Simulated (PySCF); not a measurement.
All values below come from PBE-D3(BJ)/def2-TZVP // TPSSh-D3(BJ)/def2-TZVP (PySCF). All species are isolated molecules in the gas phase. One relaxed conformer stands for a flexible species; it need not be the lowest. 

Reference species (SMILES): `[OH+]=C` (charge +1, multiplicity 1).

| Item | Value |
|---|---|
| HOMO–LUMO gap | 5.49 eV |
| HOMO | -16.86 eV |

Changed species: `[H]/[O+]=C\OC` (C–O–C–O torsion 0°) (X = methoxy, proton added; the reference has X = H, proton added).

**Question.** Predict the effect on the HOMO–LUMO gap and HOMO.

**Answer.** the HOMO–LUMO gap increases by 0.79 eV, to 6.28 eV; the HOMO rises by 1.88 eV, to -14.98 eV.
